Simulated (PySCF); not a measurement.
**AlNH3 (SMILES [NH2][AlH]): levels of theory compared**

We compute a comparison of 6 runs (U-r2SCAN/STO-3G, UPBE/STO-3G, UPBE0/STO-3G, UCCSDT/STO-3G, UCISD/STO-3G, FCI/STO-3G) of AlNH3. Input form: a Python script.

The calculation is run with PySCF 2.14.0.

11 further runs of the same task are left out: 11 set aside as unsound or not needed.

### Step 1. Starting point

The species is AlNH3 (5 atoms), meant as a doublet with charge 0. As SMILES, `[NH2][AlH]`. The Al2–H4 distance was set to 4.097 Å, away from the relaxed value. At this shape a bond of the SMILES string is far longer than usual.

Bond lengths: N1–Al2 1.774 Å, N1–H3 1.007 Å, Al2–H5 1.604 Å. Angles: N1–Al2–H5 115.7°, Al2–N1–H3 125.4°.

### Step 2. A single-point energy at U-r2SCAN/STO-3G (run 1)

Contents of run.py:

```python
from pyscf import gto, dft

mol = gto.M(
    atom='''
N      1.492096    -0.441195     0.989618
Al     2.445296     1.053505     0.935318
H      1.757196    -1.285695     1.470018
H     -1.010300    -0.782800    -0.277400
H      1.800496     2.261005     0.099118
''',
    spin=1,
    charge=0,
    basis='sto-3g',
    max_memory=1860,
    verbose=4,
)

calc0 = dft.UKS(mol, xc='r2scan')
calc0.conv_tol = 1e-10
calc0.grids.level = 5
calc0.kernel()
if not calc0.converged:
    calc0 = calc0.newton().run(calc0.mo_coeff, calc0.mo_occ)

e_tot = calc0.e_tot
print('E(%s) = %.9f' % ('R2SCAN', e_tot))
```

The run is started by

```console
$ OMP_NUM_THREADS=1 python run.py
```

What it wrote:

```text
PySCF version 2.14.0

[... 122 lines left out ...]
converged SCF energy = -295.024049207305  <S^2> = 0.76730578  2S+1 = 2.0172316
E(R2SCAN) = -295.024049207
```

Wall time 8.4 s (1 thread of Arm Neoverse V1, shared host); peak memory 0.21 GiB.

### Step 3. A single-point energy at UPBE/STO-3G (run 2)

Contents of start.xyz:

```xyz
5
AlH3N
N      1.492096    -0.441195     0.989618
Al     2.445296     1.053505     0.935318
H      1.757196    -1.285695     1.470018
H     -1.010300    -0.782800    -0.277400
H      1.800496     2.261005     0.099118
```

Contents of job.py:

```python
from pyscf import gto, dft

molecule = gto.M(
    atom='start.xyz',
    charge=0,
    verbose=3,
    max_memory=1860,
    spin=1,
    basis='sto-3g',
)

myscf = dft.UKS(molecule)
myscf.xc = 'pbe'
myscf.conv_tol = 1e-10
myscf.grids.level = 5
myscf.kernel()
if not myscf.converged:
    myscf = myscf.newton().run(myscf.mo_coeff, myscf.mo_occ)

e_tot = myscf.e_tot
print(f'total energy: {e_tot:.8f} hartree')
```

The run is started by

```console
$ OMP_NUM_THREADS=1 python job.py
```

What it wrote:

```text
WARN: HOMO -0.170331290353718 >= LUMO -0.170331290353717

converged SCF energy = -294.865282756221  <S^2> = 0.75341944  2S+1 = 2.0034165
total energy: -294.86528276 hartree
```

It took 4.8 s on 1 thread of Arm Neoverse V1, shared host; peak memory 0.2 GiB.

Runs 3 to 5 aren't shown in full; the table further down has their settings and results.

### Step 4. The energy at FCI/STO-3G (run 6)

Contents of calc.py:

```python
from pyscf import gto, mcscf

mol = gto.M(
    atom='''
N    1.492096  -0.441195   0.989618
Al   2.445296   1.053505   0.935318
H    1.757196  -1.285695   1.470018
H   -1.010300  -0.782800  -0.277400
H    1.800496   2.261005   0.099118
''',
    spin=1,
    basis='sto-3g',
    max_memory=1860,
    verbose=4,
)

hf = mol.ROHF()
hf.conv_tol = 1e-10
hf.kernel()
if not hf.converged:
    hf = hf.newton().run(hf.mo_coeff, hf.mo_occ)

cas = mcscf.CASCI(hf, hf.mo_coeff.shape[-1] - 6, (mol.nelec[0] - 6, mol.nelec[1] - 6))  # full CI above the frozen core
cas.fix_spin_(ss=0.75)
cas.kernel()
energy = cas.e_tot
print('Final energy', energy)
```

The run is started by

```console
$ OMP_NUM_THREADS=1 python calc.py
```

What it wrote:

```text
PySCF version 2.14.0

[... 42 lines left out ...]
WARN: HOMO 0.116785622538258 >= LUMO 0.049545278108663
[... 5 lines left out ...]
WARN: HOMO 0.138181623481301 >= LUMO -0.0495121766846504
[... 38 lines left out ...]
converged SCF energy = -294.225010412885
[... 1 line left out ...]
******** <class 'pyscf.mcscf.casci.CASCI'> ********
CAS (6e+5e, 11o), ncore = 6, nvir = 0
natorb = False
canonicalization = True
sorting_mo_energy = False
******** <class 'pyscf.fci.addons.SpinPenaltyFCISolver'> ********
max. cycles = 200
conv_tol = 1e-08
davidson only = True
linear dependence = 1e-12
level shift = 0.001
max iter space = 12
nroots = 1
pspace_size = 400
spin = None
Density matrix diagonal elements [1.98597694 1.96890462 1.95286659 1.91240026 1.77288103 0.99969828
 0.23094543 0.09086811 0.02960782 0.03068304 0.02516787]
CASCI converged
CASCI E = -294.384745974019  E(CI) = -24.3092177258260  S^2 = 0.7500000
Final energy -294.38474597401927
```

Run time: 6 s. Hardware: 1 thread of Arm Neoverse V1, shared host; peak memory 0.16 GiB.

### Step 5. All runs side by side

```
run            level  integration grid  frozen core orbitals  energy (Eh)  dipole moment (D) of the reference  HOMO energy (eV)  LUMO energy (eV)  wall time
  1  U-r2SCAN/STO-3G                 5                     –  -295.024049                                3.20             -0.83              0.88      8.4 s
  2      UPBE/STO-3G                 5                     –  -294.865283                                3.00             -0.61              0.87      4.8 s
  3     UPBE0/STO-3G                 5                     –  -294.895227                                3.26             -1.98              1.78      4.8 s
  4    UCCSDT/STO-3G                 –                     6  -294.384965                                3.66             -5.08              5.81        2 s
  5     UCISD/STO-3G                 –                     6  -294.365863                                3.66             -5.08              5.81     0.78 s
  6       FCI/STO-3G                 –                     6  -294.384746                                3.66                 –                 –        6 s
```

### Step 6. Outcome

```
                                          quantity          value
                               run 6: total energy  -294.38475 Eh
       run 6: dipole moment (Hartree–Fock density)         3.66 D
run 6: correlation energy (6 core orbitals frozen)     -159.7 mEh
```

In words: Against full CI in this basis: UCCSDT -0.2 mEh; UCISD +18.9 mEh. Over runs 1, 2, 3 the dipole moment (its size) runs from 3.00 D (UPBE/STO-3G) to 3.26 D (UPBE0/STO-3G). Totals of different functionals can't be ranked against each other. In runs 1, 2, 3, 4, 5, 6 the basis is minimal, so the values are rough. All runs together took 27 s, the longest 8.4 s.
